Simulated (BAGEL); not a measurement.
# doublet PH2F+: levels of theory compared

Aim: a comparison of 3 runs (NEVPT2(13,10)/6-31G*, CASPT2(13,10)/cc-pVTZ, NEVPT2(13,10)/cc-pVTZ) of doublet PH2F+. 

The results are computed with BAGEL 1.2.2.

6 further runs of the same task are left out: 6 set aside as unsound or not needed.

### Step 1. The structure to begin with

The species is PH2F+ (4 atoms), meant as a doublet with charge +1. SMILES of the parent species: `FP`. Geometry: relaxed at GFN2-xTB. That shape belongs to the parent species and isn't relaxed for this state.

Bond lengths: F1–P2 1.632 Å, P2–H3 1.406 Å, P2–H4 1.406 Å. Angles: F1–P2–H3 93.5°, F1–P2–H4 93.5°, H3–P2–H4 91.6°.

### Step 2. A single-point energy at NEVPT2(13,10)/6-31G(d) (density fitting with cc-pvqz-jkfit, spherical functions) (run 1)

calc.json reads:

```json
{ "bagel": [

{
  "title": "molecule",
  "basis": "6-31gs.json",
  "df_basis": "cc-pvqz-jkfit",
  "angstrom": true,
  "geometry": [
    { "atom": "F", "xyz": [       1.160540,       0.668850,      -0.222660 ] },
    { "atom": "P", "xyz": [      -0.072030,      -0.369080,      -0.479670 ] },
    { "atom": "H", "xyz": [      -1.053910,       0.574260,      -0.129560 ] },
    { "atom": "H", "xyz": [      -0.034600,      -0.874030,       0.831900 ] }
  ]
},

{
  "title": "hf",
  "charge": 2
},

{
  "title": "casscf",
  "nstate": 1,
  "nact": 10,
  "nclosed": 6,
  "charge": 1,
  "nspin": 1,
  "maxiter": 200,
  "natocc": true
},

{
  "title": "nevpt2",
  "nstate": 1,
  "nact": 10,
  "nclosed": 6,
  "charge": 1,
  "nspin": 1,
  "maxiter": 200,
  "natocc": true,
  "ncore": 6
}

]}
```

The basis set 6-31G* is read from a file made from the Basis Set Exchange's data (not shown).

Run with:

```console
BAGEL_NUM_THREADS=1 BAGEL calc.json > calc.out
```

What it wrote:

```text
* using 1 threads per process

  ===============================================================
  ===============================================================

  *** Geometry ***

  { "atom" : "F", "xyz" : [      2.193103,      1.263943,     -0.420766 ] },
  { "atom" : "P", "xyz" : [     -0.136117,     -0.697460,     -0.906445 ] },
  { "atom" : "H", "xyz" : [     -1.991601,      1.085194,     -0.244833 ] },
  { "atom" : "H", "xyz" : [     -0.065385,     -1.651677,      1.572063 ] },

  Number of auxiliary basis functions:      356

  Since a DF basis is specified, we compute 2- and 3-index integrals:
    o Being stored without compression. Storage requirement is 0.004 GB

  Number of basis functions:       36
  Number of electrons      :       26

    * METHOD: MOLECULE                             0.07

  *** RHF ***

  === Nuclear Repulsion ===
    59.6290175423

      * DIIS with orbital gradients will be used.

  === RHF iteration (6-31gs.json) ===
      0       -439.97325763          0.04008794           0.01
      1       -440.01950212          0.04337016           0.01
      2       -440.18328855          0.00394293           0.01
[... 14 lines of this table left out ...]
     17       -440.18562960          0.00000000           0.01
    * SCF iteration converged.

    * Permanent dipole moment:
           (    1.928928,     1.550536,     0.291073) a.u.

    * METHOD: HF                                   0.18

  ---------------------------
      CASSCF calculation
  ---------------------------

    * nstate   :      1
    * nclosed  :      6
    * nact     :     10
    * nvirt    :     20
  === CASSCF iteration (6-31gs.json) ===

    * Using the second-order algorithm

      0  0      -440.96244975     1.85e-02      0.50

      1  0      -441.00721010     3.88e-03      0.37
[... 89 lines of this table left out ...]
     46  0      -441.05091740     9.17e-09      0.38

    * Second-order optimization converged. *

     guess   0:   closed 111111....           open ......1...

  === FCI iteration ===

      0  0      -440.94197595     3.81e-03      0.02
      1  0      -441.04264320     1.20e-03      0.01
      2  0      -441.04982047     4.22e-04      0.01
[... 16 lines of this table left out ...]
     19  0 *    -441.05091740     3.02e-11      0.01

     * ci vector, state   0, <S^2> = 0.7500
       222222a...    -0.9825605024
       22222.a2..    -0.0770143794

    * METHOD: CASSCF                              18.08

    * freezing 6 orbitals

  === DF-NEVPT2 calculation ===

    * 3-index integral transformation done
    * assembly done

      NEVPT2 correlation energy:   -0.1325153219      0.04

          (+0)      0.0000000000
          (+0)'     0.0000000000
          (+1)      0.0000000000
          (+1)'     0.0000000000
          (+2)      0.0000000000
          (-1)      0.0000000000
          (-1)'    -0.0517776443
          (-2)     -0.0807376776

      NEVPT2 total energy:       -441.1834327235

    * METHOD: NEVPT2                              83.52

  ===============================================================
```

Run time: 1.7 min. Hardware: 1 thread of Arm Neoverse V2, shared host; peak memory 3.5 GiB.

### Step 3. The energy at CASPT2(13,10)/cc-pVTZ (density fitting with cc-pvqz-jkfit) (run 2)

job.json reads:

```json
{ "bagel" : [

{
  "title" : "molecule",
  "basis" : "cc-pvtz.json",
  "df_basis" : "cc-pvqz-jkfit",
  "angstrom" : "true",
  "geometry" : [
    { "atom" : "F", "xyz" : [       1.160540,       0.668850,      -0.222660 ] },
    { "atom" : "P", "xyz" : [      -0.072030,      -0.369080,      -0.479670 ] },
    { "atom" : "H", "xyz" : [      -1.053910,       0.574260,      -0.129560 ] },
    { "atom" : "H", "xyz" : [      -0.034600,      -0.874030,       0.831900 ] }
  ]
},

{
  "title" : "hf",
  "charge" : 2
},

{
  "title" : "casscf",
  "nstate" : 1,
  "nact" : 10,
  "nclosed" : 6,
  "charge" : 1,
  "nspin" : 1,
  "maxiter" : 200,
  "natocc" : "true"
},

{
  "title" : "print",
  "file" : "orbitals.molden",
  "orbitals" : "true"
},

{
  "title" : "smith",
  "method" : "caspt2",
  "ms" : "true",
  "xms" : "true",
  "sssr" : "true",
  "shift" : 0.0,
  "ncore" : 6
}

]}
```

The basis set cc-pVTZ is read from a file made from the Basis Set Exchange's data (not shown).

Run with:

```console
BAGEL_NUM_THREADS=1 BAGEL job.json > job.out
```

What it wrote:

```text
* using 1 threads per process

  ===============================================================
  ===============================================================

  *** Geometry ***

  { "atom" : "F", "xyz" : [      2.193103,      1.263943,     -0.420766 ] },
  { "atom" : "P", "xyz" : [     -0.136117,     -0.697460,     -0.906445 ] },
  { "atom" : "H", "xyz" : [     -1.991601,      1.085194,     -0.244833 ] },
  { "atom" : "H", "xyz" : [     -0.065385,     -1.651677,      1.572063 ] },

  Number of auxiliary basis functions:      356

  Since a DF basis is specified, we compute 2- and 3-index integrals:
    o Being stored without compression. Storage requirement is 0.024 GB

  Number of basis functions:       92
  Number of electrons      :       26

    * METHOD: MOLECULE                             0.11

  *** RHF ***

  === Nuclear Repulsion ===
    59.6290175423

      * DIIS with orbital gradients will be used.

[... 6 lines left out ...]
    * SCF iteration converged.
[... 1 line left out ...]
    * Permanent dipole moment:
[... 22 lines left out ...]
    * Second-order optimization converged. *
[... 11 lines left out ...]
     * ci vector, state   0, <S^2> = 0.7500
       222222a...    -0.9828401435
       22222.a2..    -0.0736694554
       222.22a.2.    -0.0515487079

    * METHOD: CASSCF                              25.91

    * METHOD: PRINT                                0.01

  === SMITH program ===

    * freezing 6 orbitals

    * Approximate memory requirement for SMITH calulation per MPI process:
      o Storage requirement for T-amplitude, lambda, and residual is 0.01 GB
      o Storage requirement for MO integrals is 0.01 GB
    * Calculating and saving rdm4f

    * Zeroth order energy : state  0      -14.4999146225

    * CASPT2 iteration is performed using redundant basis

      ---- iteration ----

        0    -0.26404022     0.01140811      0.37
        1    -0.26746996     0.00212282      0.37
        2    -0.26769707     0.00039268      0.37
        3    -0.26770371     0.00008611      0.37
        4    -0.26770412     0.00001625      0.38
        5    -0.26770413     0.00000342      0.38
        6    -0.26770413     0.00000073      0.38

      -------------------

    * CASPT2 energy : state  0     -441.4107119808
        reference weight              0.9390885461

    * METHOD: SMITH                               10.93

  ===============================================================
```

It took 38 s on 1 thread of Arm Neoverse V2, shared host; peak memory 3 GiB.

### Step 4. The energy at NEVPT2(13,10)/cc-pVTZ (density fitting with cc-pvqz-jkfit) (run 3)

calc.json reads:

```json
{ "bagel" : [

{
  "title" : "molecule",
  "basis" : "cc-pvtz.json",
  "df_basis" : "cc-pvqz-jkfit",
  "angstrom" : true,
  "geometry" : [
    { "atom" : "F", "xyz" : [    1.160540,    0.668850,   -0.222660 ] },
    { "atom" : "P", "xyz" : [   -0.072030,   -0.369080,   -0.479670 ] },
    { "atom" : "H", "xyz" : [   -1.053910,    0.574260,   -0.129560 ] },
    { "atom" : "H", "xyz" : [   -0.034600,   -0.874030,    0.831900 ] }
  ]
},
{
  "title" : "hf",
  "charge" : 2
},
{
  "title" : "casscf",
  "nstate" : 1,
  "nact" : 10,
  "nclosed" : 6,
  "charge" : 1,
  "nspin" : 1,
  "maxiter" : 200,
  "natocc" : true
},
{
  "title" : "nevpt2",
  "nstate" : 1,
  "nact" : 10,
  "nclosed" : 6,
  "charge" : 1,
  "nspin" : 1,
  "maxiter" : 200,
  "natocc" : true,
  "ncore" : 6
}

]}
```

The basis set cc-pVTZ is read from a file made from the Basis Set Exchange's data (not shown).

Run with:

```console
BAGEL_NUM_THREADS=1 BAGEL calc.json > calc.out
```

What it wrote:

```text
* using 1 threads per process

  ===============================================================
  ===============================================================

  *** Geometry ***

  { "atom" : "F", "xyz" : [      2.193103,      1.263943,     -0.420766 ] },
  { "atom" : "P", "xyz" : [     -0.136117,     -0.697460,     -0.906445 ] },
  { "atom" : "H", "xyz" : [     -1.991601,      1.085194,     -0.244833 ] },
  { "atom" : "H", "xyz" : [     -0.065385,     -1.651677,      1.572063 ] },

  Number of auxiliary basis functions:      356

  Since a DF basis is specified, we compute 2- and 3-index integrals:
    o Being stored without compression. Storage requirement is 0.024 GB

  Number of basis functions:       92
  Number of electrons      :       26

    * METHOD: MOLECULE                             0.11

  *** RHF ***

  === Nuclear Repulsion ===
    59.6290175423

      * DIIS with orbital gradients will be used.

  === RHF iteration (cc-pvtz.json) ===
      0       -440.02686733          0.02514818           0.03
      1       -440.02851952          0.02874232           0.03
      2       -440.26898697          0.00249576           0.03
[... 13 lines of this table left out ...]
     16       -440.27220036          0.00000000           0.03
    * SCF iteration converged.

    * Permanent dipole moment:
           (    1.899303,     1.520940,     0.277890) a.u.

    * METHOD: HF                                   0.56

  ---------------------------
      CASSCF calculation
  ---------------------------

    * nstate   :      1
    * nclosed  :      6
    * nact     :     10
    * nvirt    :     76
  === CASSCF iteration (cc-pvtz.json) ===

    * Using the second-order algorithm

      0  0      -441.04147351     1.13e-02      0.53

      1  0      -441.08374381     2.34e-03      0.58
[... 89 lines of this table left out ...]
     46  0      -441.14300785     1.00e-08      0.53

    * Second-order optimization converged. *

     guess   0:   closed 111111....           open ......1...

  === FCI iteration ===

      0  0      -441.02936806     3.98e-03      0.01
      1  0      -441.13527273     1.20e-03      0.01
      2  0      -441.14207222     3.97e-04      0.01
[... 16 lines of this table left out ...]
     19  0 *    -441.14300785     2.96e-11      0.01

     * ci vector, state   0, <S^2> = 0.7500
       222222a...    -0.9828401435
       22222.a2..    -0.0736694554
       222.22a.2.    -0.0515487079

    * METHOD: CASSCF                              27.94

    * freezing 6 orbitals

  === DF-NEVPT2 calculation ===

    * 3-index integral transformation done
    * assembly done

      NEVPT2 correlation energy:   -0.2354632007      0.16

          (+0)      0.0000000000
          (+0)'     0.0000000000
          (+1)      0.0000000000
          (+1)'     0.0000000000
          (+2)      0.0000000000
          (-1)      0.0000000000
          (-1)'    -0.0682664628
          (-2)     -0.1671967379

      NEVPT2 total energy:       -441.3784710512

    * METHOD: NEVPT2                              88.58

  ===============================================================
```

Run time: 2 min. Hardware: 1 thread of Arm Neoverse V2, shared host; peak memory 3.5 GiB.

### Step 5. Overview of the runs

```csv
run,level,target root,multistate,energy (Eh),wall time
1,"NEVPT2(13,10)/6-31G* (density fitting with cc-pvqz-jkfit, spherical functions)",0,–,-441.183433,1.7 min
2,"CASPT2(13,10)/cc-pVTZ (density fitting with cc-pvqz-jkfit)",–,XMS,-441.410712,38 s
3,"NEVPT2(13,10)/cc-pVTZ (density fitting with cc-pvqz-jkfit)",0,–,-441.378471,2 min
```

### Step 6. Summary of results

| quantity | value |
| --- | --- |
| run 3: total energy | -441.37847 Eh |

All runs together took 4.3 min, the longest 2 min.
